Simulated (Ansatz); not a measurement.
bcc Ba was calculated with RPBE in Ansatz (plane waves, PAW).

From the output:

```
Crystal: 1 atoms, lattice volume = 64.566 Å³
Basis set: ecut = 520 eV, 1745 PW (Γ), exchange–correlation on 72×72×72 points (8 copies of the dense FFT grid, shifted against one another)
Bands: 9, of which v1, the nominal top of the filled ones, is band 5 counted from 1 (4 counted from 0)
Symmetry: 48 space group operations
Space group: Im-3m (ITA 229), of the structure as read, at distance tolerance 4.0e-5 Å
k-points: 145 of 4096
Functional: x = rpbe, c = pbe(β = 0.06672455060314922)
SCF iter   1: F=—  HF=-5959.201149 eV  |F-HF|=—  |Δ(HF+E_count)|=         —  Δρ=1.09e-3  dr2=9.49e-4
SCF iter   2: F=—  HF=-5959.201973 eV  |F-HF|=—  |Δ(HF+E_count)|=   8.24e-4  Δρ=7.42e-4  dr2=4.44e-4
  ...
SCF iter   7: F=—  HF=-5959.202407 eV  |F-HF|=—  |Δ(HF+E_count)|=   5.18e-9  Δρ=5.28e-7  dr2=2.32e-10
SCF iter   8: F=-5959.202407 eV  HF=-5959.202407 eV  |F-HF|=1.82e-12  |Δ(HF+E_count)|=  1.89e-10  Δρ=6.48e-8  dr2=1.99e-12
SCF 1 converged in 8 iterations: F = -5959.202407 eV  dr2 = 1.99e-12
SCF converged after 8 iterations
Free energy (F): -5959.202407 eV
Internal energy: -5959.191940 eV  (E = F + TS)
E sigma→0 (E₀):  -5959.197174 eV
Fermi energy:    5.756554 eV
--- Stress (GPa, compression-positive) ---
        0.501473       0.000000       0.000000
        0.000000       0.501473       0.000000
       -0.000000       0.000000       0.501473
  P = ⅓ Tr σ = 0.5015 GPa (5.015 kbar)
```

Problem. Write an input file that could have produced this run (the log leaves some choices open).

Solution. One answer among several that fit: 
Ansatz 0.2 input:
```yaml
crystal:
  lattice:
    - [-2.5272530927, 2.5272530927, 2.5272530927]
    - [2.5272530927, -2.5272530927, 2.5272530927]
    - [2.5272530927, 2.5272530927, -2.5272530927]
  atoms:
    - { symbol: Ba, position: [0.0, 0.0, 0.0] }
basis:
  ecutwfc: 520
  ecutrho_ratio: 4
  xc_grid: 2
kpoints:
  mp_grid: { grid: [16, 16, 16] }
hamiltonian:
  xc: rpbe
  dispersion: none
  pseudopotentials: { kind: paw }
scf:
  occupations: { method: fermi_dirac, width: 0.05 }
  convergence: { dr2_threshold: 0.0000000001 }
output:
  forces: false
  stress: true
  eigenvalues: true
```

The cell is one volume of an energy–volume scan, off the minimum.

The PAW data were made under PBE.

Cost on a shared machine: around 7 core-seconds (rough).

Ansatz is a first-principles code.
